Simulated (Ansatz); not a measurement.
## Molecular dynamics of CHNSi

Input file:

```yaml
crystal:
  periodic: [false, false, false]
  atoms:
    - { symbol: C, position_ang: [-0.931408, -0.236418, 0.720844] }
    - { symbol: Si, position_ang: [1.217741, -0.157407, 0.926904] }
    - { symbol: "N", position_ang: [-0.024031, 0.086094, -0.355429] }
    - { symbol: H, position_ang: [-0.303619, 0.314513, -1.287172] }
magnetization:
  spin_polarized: true
basis:
  gaussian: { orbitals: def2-SVP }
hamiltonian:
  xc: b3lyp
  dispersion: d4
md:
  timestep: 0.5
  n_steps: 166
  ensemble: nvt_nose_hoover
  temperature: 400.0
  initial_velocities: maxwell_boltzmann
  seed: 207053
  nose_hoover: { tau: 100.0, chain_length: 5 }
  masses: [{ species: H, mass: 3.016 }]
```

Launched with:

```bash
$ ansatz run input.yaml --threads 1 --pin off --max-ram 2048MiB --backend cpu --events-out ev --progress --plain --runs-dir out
```

It goes on from the last frame of an earlier run, with new velocities.

Output, in part (step lines, the closing report, with atoms numbered from 0):

```
md step     0: t =     0.00 fs  T =   400.0 K  F+E_penalty+E_count = -10412.83376510 eV  E_kin = 0.103408 eV  conserved = -10412.73035710 eV  (49 SCF iters)
md step     1: t =     0.50 fs  T =   303.9 K  F+E_penalty+E_count = -10412.80880924 eV  E_kin = 0.078553 eV  conserved = -10412.73025600 eV  (34 SCF iters)
md step     2: t =     1.00 fs  T =   249.8 K  F+E_penalty+E_count = -10412.79478090 eV  E_kin = 0.064574 eV  conserved = -10412.73020814 eV  (35 SCF iters)
md step     3: t =     1.50 fs  T =   240.7 K  F+E_penalty+E_count = -10412.79243786 eV  E_kin = 0.062222 eV  conserved = -10412.73021932 eV  (33 SCF iters)
md step     4: t =     2.00 fs  T =   275.9 K  F+E_penalty+E_count = -10412.80160848 eV  E_kin = 0.071330 eV  conserved = -10412.73028499 eV  (30 SCF iters)
md step     5: t =     2.50 fs  T =   351.5 K  F+E_penalty+E_count = -10412.82126019 eV  E_kin = 0.090881 eV  conserved = -10412.73039132 eV  (33 SCF iters)
md step     6: t =     3.00 fs  T =   461.1 K  F+E_penalty+E_count = -10412.84971164 eV  E_kin = 0.119211 eV  conserved = -10412.73051942 eV  (33 SCF iters)
md step     7: t =     3.50 fs  T =   596.9 K  F+E_penalty+E_count = -10412.88492496 eV  E_kin = 0.154302 eV  conserved = -10412.73065088 eV  (35 SCF iters)
[... lines left out ...]
Total energy: -10413.18510834 eV, -382.6774944211 hartree
Atom 0 at    -0.771937    -0.224215     0.724899 Å, force     0.454219     0.289808    -1.156152 eV/Å
Atom 1 at     1.145509    -0.160146     0.919503 Å, force     0.693493    -0.048899     0.272120 eV/Å
Atom 2 at    -0.009113     0.083217    -0.355611 Å, force    -0.238591    -0.952988     3.879040 eV/Å
Atom 3 at    -0.335354     0.304783    -1.233559 Å, force    -0.909120     0.712079    -2.995008 eV/Å
Dipole moment:     0.325250     0.114490    -0.365976 e Å
```

The steps, from the saved trajectory:

```tsv
time (fs)	T (K)	potential energy less start (eV)	conserved less start (meV/atom)
0.0	400	0.000	0.00
2.5	352	0.013	-0.01
5.0	1083	-0.177	-0.15
7.5	1799	-0.364	-0.27
10.0	1841	-0.378	-0.36
12.5	1081	-0.185	-0.12
15.0	757	-0.103	-0.09
17.5	1272	-0.240	-0.19
20.0	1783	-0.381	-0.43
22.5	1153	-0.225	-0.21
25.0	308	-0.010	-0.02
27.5	301	-0.010	-0.04
30.0	984	-0.191	-0.23
32.5	1482	-0.328	-0.22
35.0	1776	-0.417	-0.37
37.5	1254	-0.296	-0.39
40.0	358	-0.069	0.08
42.5	1066	-0.259	-0.32
45.0	1594	-0.410	-0.48
47.5	929	-0.251	-0.21
50.0	362	-0.110	-0.10
52.5	519	-0.156	-0.21
55.0	885	-0.258	-0.22
57.5	1261	-0.368	-0.32
60.0	1233	-0.376	-0.38
62.5	698	-0.250	-0.29
65.0	305	-0.153	-0.11
67.5	910	-0.316	-0.35
70.0	1349	-0.445	-0.51
72.5	753	-0.304	-0.27
75.0	266	-0.183	-0.16
77.5	475	-0.241	-0.28
80.0	768	-0.325	-0.41
82.5	773	-0.334	-0.21
```

All steps were run. The conserved energy stayed within 0.53 meV per atom of its start (net change -0.24 meV per atom), so the integration is sound. The mean temperature of the second half is 108 % above the set value. A run of 0.083 ps of so small a system gives no equilibrium averages.

The same pairs are bonded in the first frame and the last. Pairs count as bonded within 1.25 times the sum of covalent radii (0.12 Å more for H–H).

Last frame:

```xyz
4
Properties=species:S:1:pos:R:3
C -0.772 -0.224 0.725
Si 1.145 -0.160 0.919
N -0.009 0.083 -0.356
H -0.335 0.305 -1.234
```

Run time: 3.8 min on 1 thread of Arm Neoverse V2 (shared host), peak memory 0.11 GiB.
